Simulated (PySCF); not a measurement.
## Assignment exercise: C$_{4}$H$_{10}$O

Bonds (- single, = double, # triple, : aromatic): C1-C2 1.519 Å, C2-C3 1.513 Å, C3-O4 1.396 Å, O4-C5 1.390 Å. C1 carries H6, H7, H8; C2 carries H9, H10; C3 carries H11, H12; C5 carries H13, H14, H15.

Theory: geometry from PBE0-D3(BJ)/def2-SVP, spin–spin couplings from B3LYP/pcJ-1 (without the spin–dipole term), GIAO B3LYP/pcSseg-2 shieldings, in PySCF 2.14.0 with density-fitted response routines (no solvent, one computed conformer, relativity neglected, one averaged value for each set of equivalent atoms).

δ = σ(ref) − σ, references computed at the same level: $^{13}$C, $^{1}$H vs TMS.

Task: Assign these signals to the numbered atoms. $^{13}$C{$^{1}$H} NMR (computed): δ 82.1 (CH2), 61.9 (CH3), 29.4 (CH2), 12.1 (CH3).

Result: 
| δ (ppm) | atoms | environment | reason |
| --- | --- | --- | --- |
| 82.1 | C3 | sp3 CH2 bonded to O | pulled downfield by the heteroatom |
| 61.9 | C5 | methyl carbon bonded to O | the inductive effect lowers its shielding |
| 29.4 | C2 | sp3 CH2 | saturated and bonded to C and H only |
| 12.1 | C1 | methyl carbon | a saturated carbon with 1 carbon neighbour and no heteroatom attached |

Task: Assign these signals to the numbered atoms. $^{1}$H NMR (500 MHz, computed): δ 3.37 (s, 3H), 3.12 (t, J = 8.0 Hz, 2H), 1.66 (sext, J = 8.3 Hz, 2H), 0.93 (t, J = 8.6 Hz, 3H).

Result: 
| δ (ppm) | atoms | environment | reason |
| --- | --- | --- | --- |
| 3.37 | H13/H14/H15 | hydrogen on a methyl carbon bonded to O | its carbon carries O, an electronegative neighbour |
| 3.12 | H11/H12 | hydrogen on an sp3 CH2 bonded to O | its carbon carries O, which withdraws density |
| 1.66 | H9/H10 | hydrogen on an sp3 CH2 | – |
| 0.93 | H6/H7/H8 | hydrogen on a methyl carbon | far from electronegative atoms and π systems |

Splittings below 1 Hz are ignored in the labels, and close J values are merged. Unscaled 3J(H,H) at this level run about 10 % above measured values. Shifts are as computed. Against solution values, carbons near 30 ppm lie about +3 ppm off and those near 130 ppm about +8 ppm. Of 1211 compounds with measured shifts, 218 miss one by over three times the rms of a fit or turn the order of signals round; such compounds aren't used in these exercises. Across freely rotating sp3–sp3 bonds, 3J(H,H) is taken as (2 J gauche + J anti)/3 from the one conformer, which assumes equal rotamer populations.
